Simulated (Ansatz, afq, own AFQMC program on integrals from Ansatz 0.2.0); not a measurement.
AFQMC on a folder of integrals that Ansatz 0.2.0 wrote.

```yaml
crystal:
  periodic: [false, false, false]
  atoms:
    - {symbol: Al, position_ang: [0.000000, 0.000000, 0.000000]}
    - {symbol: H, position_ang: [0.000000, 0.000000, 2.316000]}
basis:
  gaussian: {orbitals: aug-cc-pVDZ}
total_charge: -1
magnetization: {spin_polarized: true, initial_magnetization: 1}
correlation: {method: ccsd_t, electrons: outside_noble_gas, hamiltonian_folder: ham}
```

```sh
$ ansatz run in.yaml --threads 1 --pin off --events-out ev --progress --plain --max-ram 24576MiB --backend cuda --devices 0, --max-vram 18GiB
```

Options of the walk:

```
--method phaseless --trial cisd --walkers 4000 --populations 20 --least-time 60 --time-step 0.005 --steps-per-block 50 --equilibration-blocks 40 --max-blocks 4000 --target-error 0.00027 --factor-cut 1e-05 --start spin_pure --seed 745 --release-times 0.24,0.51,0.99,1.62,2.4 --release-step 0.03 --release-every 3 --taylor-order 6
```

Times are imaginary, in 1/Eh. The walk had a cap of 122 s. With eight or more populations the least sampling time is a fifth of least-time, and the error comes from their spread.

Log:

```
orbitals 31  electrons 3 2  factors 205 of 356
reference energy -242.42247337 Eh
CCSD correlation -0.08819165 Eh in 12 cycles, weight of the determinant in the CISD state 0.8884
energy of the start -242.510448 Eh
 block  time / (1/Eh)  mean weight  energy / Eh
     1     0.250  1.0000  -242.510095
     2     0.500  1.0000  -242.510179
     3     0.750  1.0000  -242.510436
     4     1.000  0.9999  -242.510744
     5     1.250  1.0001  -242.511102
    10     2.500  0.9999  -242.512660
    19     4.750  1.0000  -242.513870
    29     7.250  1.0002  -242.513894
    39     9.750  1.0000  -242.513978
    49    12.250  0.9999  -242.513930
    57    14.250  1.0000  -242.514691
    59    14.750  1.0000  -242.514401
    69    17.250  1.0000  -242.513818
    79    19.750  1.0001  -242.513930
    89    22.250  1.0000  -242.513382
error from the spread of 20 populations
released: time / (1/Eh)  energy / Eh  error  mean overlap
  0.24  -242.514117  0.000082  0.9983
  0.51  -242.514271  0.000067  0.9960
  0.99  -242.514433  0.000079  0.9938
  1.62  -242.514409  0.000051  0.9949
  2.40  -242.514466  0.000047  0.9941
energy -242.513969 +/- 0.000080 Eh
(rows thinned)
```

The run passed its tests (sampling time, drift between the halves within three errors, error under three times the target), which doesn't prove that it has relaxed.

Against this walk (error 2.2 meV) on the same determinant: CCSD(T) 14.9 meV higher, CCSDT(Q) 16.7 meV lower, CCSDTQ 17.4 meV lower, full CI 17.5 meV lower. The error is statistical and leaves out the bias of the constraint. Released to 2.40 1/Eh the energy lies 14 ± 3 meV (both errors) below the phaseless value, which shows part or all of the bias of the constraint, and full CI lies 4.0 meV below the released value. Full CI is exact here, so the walk's 17 meV above it is the walk's own error: the bias of the constraint with this trial.

Cautions: constraint bias not in the error.

The walk took 47 s on 1 × NVIDIA H100 80GB HBM3 with 2 threads of AMD EPYC 7R13 Processor (Zen 3), with other jobs on the host (the card was shared). The log's last line is the phaseless energy.

CCSDT and higher add their correlation energy to the determinant of the CCSD(T) run, since their own runs factorise the integrals more tightly (a shift of under 2 meV). A walk keeps the symmetry of its determinant, which the program's search chose and which needn't be the lowest solution, so a lower state of the same spin and another symmetry isn't excluded.
